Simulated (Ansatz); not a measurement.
# CN (SMILES [C]#N): U-r2SCAN0/6-31G

Aim: the energy change on altering one bond length of CN at U-r2SCAN0/6-31G, from 2 runs. 

The results are computed with Ansatz 0.2.0.

77 further runs of the same task are left out: 77 set aside as unsound or not needed.

## 1. The structure to begin with

CN: 2 atoms, total charge 0, spin state doublet. As SMILES, `[C]#N`. Geometry: relaxed at PBE0-D4/def2-TZVP.

Bond lengths: C1–N2 1.160 Å.

## 2. The energy at U-r2SCAN0/6-31G

Input file input.yaml:

```yaml
basis:
  gaussian: {orbitals: 6-31G}
crystal:
  periodic: [false, false, false]
  atoms:
    - {symbol: C, position_ang: [0.495600, -0.160400, 0.255200]}
    - {symbol: N, position_ang: [-0.495600, 0.160400, -0.255200]}
magnetization: {spin_polarized: true, initial_magnetization: 1}
hamiltonian: {xc: {name: r2SCAN0}}
accuracy: high
```

Started as:

```
$ ansatz run input.yaml --threads 1 --pin off --max-ram 2610MiB --events-out events.jsonl --progress --plain --runs-dir runs
```

What it wrote:

```text
Warning: RAYON_NUM_THREADS=1 ignored (pool sized by the plan → 1); use --threads N
Functional definition: r2SCAN0
  name "r2SCAN0"
  parameter a = 0.25
  parameter k0 = 0.174
  parameter k1 = 0.065
  parameter a1 = 4.9479
  exchange = (1 - a)*r2scan_x(k0 = k0, k1 = k1, a1 = a1) + a*exact_x
  correlation = r2scan_c
414 factors; integrals over basis functions are off by at most 2.6e-9 eV
mean field evaluation 1: about -2517.3563 eV, gradient 2.5e1 eV
mean field evaluation 2: about -2499.6238 eV, gradient 6.6e1 eV
mean field evaluation 4: about -2519.9014 eV, gradient 1.1e0 eV
mean field evaluation 8: about -2519.9424 eV, gradient 1.3e-1 eV
mean field evaluation 16: about -2519.9429 eV, gradient 1.4e-5 eV
mean field -2519.94290163 eV, -92.6061935564 hartree, gradient 4.2e-8 eV, S^2 0.779547; 0 other end points of the search recorded, 0 dependent functions left out
reference -2519.94290202 eV, -92.6061935705 hartree; 7, 6 occupied and 11, 12 virtual orbitals, 414 factors
Total energy: -2519.94290202 eV, -92.6061935705 hartree
```

Run time: 1.4 s. Hardware: 1 thread of Intel Xeon Platinum 8375C at 2.90GHz (Ice Lake), shared host; peak memory 0.15 GiB.

## 3. The distorted shape, same level

Input file run.yaml:

```yaml
crystal:
  periodic: [false, false, false]
  atoms:
    - {symbol: C, position_ang: [0.743434, -0.240611, 0.382817]}
    - {symbol: N, position_ang: [-0.495600, 0.160400, -0.255200]}
basis:
  gaussian: {orbitals: 6-31G}
magnetization: {spin_polarized: true, initial_magnetization: 1}
hamiltonian: {xc: {name: r2SCAN0}}
accuracy: high
```

Started as:

```
$ ansatz run run.yaml --threads 1 --pin off --max-ram 2610MiB --events-out events.jsonl --progress --plain --runs-dir runs
```

What it wrote, cut to the lines that bear on the results:

```text
Warning: RAYON_NUM_THREADS=1 ignored (pool sized by the plan → 1); use --threads N
Functional definition: r2SCAN0
  name "r2SCAN0"
[...]
422 factors; integrals over basis functions are off by at most 3.5e-9 eV
[...]
mean field -2517.82478273 eV, -92.5283541224 hartree, gradient 2.4e-8 eV, S^2 0.897393; 8 other end points of the search recorded, 0 dependent functions left out
reference -2517.82478312 eV, -92.5283541368 hartree; 7, 6 occupied and 11, 12 virtual orbitals, 422 factors
Total energy: -2517.82478312 eV, -92.5283541368 hartree
```

Wall time 5.7 s (1 thread of Intel Xeon Platinum 8375C at 2.90GHz (Ice Lake), shared host); peak memory 0.15 GiB.

## 4. Results

Level: U-r2SCAN0/6-31G.

```
                                                         quantity         value
                                        first shape: total energy  -92.60619 Eh
                                                first shape: ⟨S²⟩         0.780
                                    distorted shape: total energy  -92.52835 Eh
                                            distorted shape: ⟨S²⟩         0.897
energy change with the C1–N2 bond stretched from 1.160 to 1.450 Å      2.118 eV
```

With the C1–N2 bond stretched from 1.160 to 1.450 Å the energy rises by 2.12 eV (204 kJ/mol). The first shape isn't relaxed at this level, so the change isn't measured from a minimum. ⟨S²⟩ (distorted shape) is 0.90 where a pure doublet has 0.75: the reference is spin-contaminated.
